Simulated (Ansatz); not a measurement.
This geometry of CH5BS (8 atoms, charge 0, multiplicity 1) is a first-order saddle point.

Level of theory: Ansatz 0.2.0, RKS PBE/6-31G.

```xyz
8
Properties=species:S:1:pos:R:3
C -0.760 0.768 -0.276
B 0.235 -0.442 -0.180
S 1.314 -0.596 1.303
H -1.350 0.752 -1.206
H -0.221 1.734 -0.228
H -1.464 0.776 0.579
H 0.342 -1.292 -1.024
H 1.997 -1.758 0.975
```

Problem. Which two structures does it join? (They come from a converged band through this point; their orientation in space is the band's.)

Solution. No bond is made or broken. The dihedral H5–C1–B2–S3 goes from 122 to 0°. The two ends are copies of one structure, up to a mirror image or an exchange of like atoms.

First end point:

```xyz
8
Properties=species:S:1:pos:R:3
C -0.635 0.868 -0.273
B 0.339 -0.350 -0.171
S 0.580 -1.190 1.444
H -1.414 0.659 -1.033
H -0.085 1.753 -0.652
H -1.135 1.148 0.669
H 0.952 -0.774 -1.115
H 1.491 -2.170 1.074
```

Last end point:

```xyz
8
Properties=species:S:1:pos:R:3
C -0.842 0.708 -0.139
B 0.175 -0.478 -0.064
S 1.861 -0.191 0.611
H -1.184 0.839 -1.185
H -0.462 1.675 0.228
H -1.753 0.449 0.437
H -0.094 -1.591 -0.433
H 2.390 -1.468 0.489
```

Problem. How far does it lie above each of them?

Solution. 0.044 eV above the first and 0.044 eV above the second. This is the barrier of this one path; another mechanism may lie lower. Limits of this set-up: no polarisation functions.

Run time: 37 s on 1 thread of Arm Neoverse V2, with other jobs on the host, peak memory 0.089 GiB.
